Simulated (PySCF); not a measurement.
Simulated outer-valence photoelectron spectrum of `C[SiH2]C` (dimethylsilane). Theory: EOM-IP-CCSD/aug-cc-pVDZ in PySCF, restricted Hartree–Fock reference, 7 core orbitals frozen, non-relativistic, gas phase, PBE0-D3(BJ)/def2-SVP geometry.

Each root has a Gaussian of 0.8 eV full width with its one-hole share as area; cross sections and vibrations are left out, and the highest printed point is 100.

(ionisation energy (eV), intensity): (10.0, 0), (10.2, 2), (10.4, 6), (10.6, 18), (10.8, 40), (11.0, 67), (11.2, 88), (11.4, 91), (11.6, 75), (11.8, 48), (12.0, 24), (12.2, 9), (12.4, 2), (12.6, 1), (12.8, 1), (13.0, 3), (13.2, 10), (13.4, 28), (13.6, 55), (13.8, 82), (14.0, 97), (14.2, 100), (14.4, 93), (14.6, 75), (14.8, 48), (15.0, 23), (15.2, 8), (15.4, 2), (15.6, 0), (15.8, 1), (16.0, 3), (16.2, 8), (16.4, 19), (16.6, 30), (16.8, 34), (17.0, 27), (17.2, 15), (17.4, 6), (17.6, 2), (17.8, 0)

Q: Where are the maxima, and how many lines lie under the curve?

A: 3 maxima, at 11.3, 14.2 and 16.8 eV, from 8 lines. At this width some lines have no maximum of their own.

Q: List the lines with their holes.

A: 
```
E (eV)  leading hole (HF orbital)  area  Koopmans (eV)
 11.07                       HOMO  0.95          11.93
 11.33                     HOMO-1  0.95          12.11
 11.59                     HOMO-2  0.95          12.25
 13.87                     HOMO-3  0.95          14.76
 13.89                     HOMO-4  0.95          14.78
 14.41                     HOMO-5  0.95          15.34
 14.53                     HOMO-6  0.95          15.45
 16.77                     HOMO-7  0.89          18.24
```

The widest gap, 2.28 eV, lies between 11.59 and 13.87 eV. Only orbitals with −ε under 21 eV, eight at most, were ionised, so the high end of the curve may lack lines.

On one thread, x86-64 server, no GPU (shared host), this took 97 s wall.
